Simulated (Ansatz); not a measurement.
# [CH₃···H···Br], doublet: transfer scan

Starting geometry:

```yaml
atoms:
  - { symbol: C, position_ang: [-2.8049, 0.0000, 0.0000] }
  - { symbol: H, position_ang: [-3.1681, 1.0273, 0.0000] }
  - { symbol: H, position_ang: [-3.1681, -0.5137, 0.8897] }
  - { symbol: H, position_ang: [-3.1681, -0.5137, -0.8897] }
  - { symbol: H, position_ang: [-1.7152, 0.0000, 0.0000] }
  - { symbol: Br, position_ang: [0.5631, 0.0000, 0.0000] }
```

From there H5 is moved from one fragment to the other while all else, the fragments' distance too, stays fixed, so the hump isn't the reaction's barrier; atoms are numbered as listed. Energies are in kJ/mol, counted from the starting geometry at the same level.

Basis cc-pVDZ; Ansatz 0.2.0. Correlated methods freeze the noble-gas cores and the filled d shells of p-block atoms. Prefix R: restricted or restricted open-shell reference; prefix U: unrestricted. Active spaces: valence = (15e, 12o) chosen from the atoms' valence shells. No spin–orbit coupling is included, and no scalar relativity.

Runs in a small pair space aren't shown, since their orbitals change along the scan.

Full CI isn't at hand for all of this; UCCSDT(Q) serves as the reference, and is uncertain by about the last step of the cluster series. The frozen core follows each run's orbitals, which can shift R against U totals by a few meV for light atoms and by up to 0.1 eV past Ca.

| distance C1-H5 (Å) | UCCSDT(Q) | error UCCSD(T) | error BCCD(T) | error RCCSDT | error NEVPT2 (valence space) | error MRCISD (valence space) | error MRCISD+Q (valence space) |
| --- | --- | --- | --- | --- | --- | --- | --- |
| 1.090 | 0.0 | 0.0 | 0.0 | 0.0 | 0.0 | 0.0 | 0.0 |
| 1.197 | 12.7 | 0.2 | 0.1 | 0.0 | -1.1 | 0.5 | 0.3 |
| 1.410 | 80.4 | 0.9 | 0.7 | 0.2 | -4.5 | 1.7 | 1.0 |
| 1.624 | 120.0 | 1.5 | 1.2 | 0.4 | -9.2 | 2.3 | 1.1 |
| 1.838 | 104.4 | 0.7 | 0.5 | 0.1 | -10.4 | 2.1 | 1.1 |

Errors are those of relative energies. In total energy the starting point itself misses UCCSDT(Q) by: UCCSD(T) 2.3, BCCD(T) 2.5, RCCSDT 1.0, NEVPT2 (valence space) 144.1, MRCISD (valence space) 45.2, MRCISD+Q (valence space) 1.3 kJ/mol.

Spread of the error over the points with a reference, to 1.838 Å (largest less smallest): RCCSDT 0.4, MRCISD+Q (valence space) 1.1, BCCD(T) 1.2, UCCSD(T) 1.5, MRCISD (valence space) 2.3, NEVPT2 (valence space) 10.4 kJ/mol.
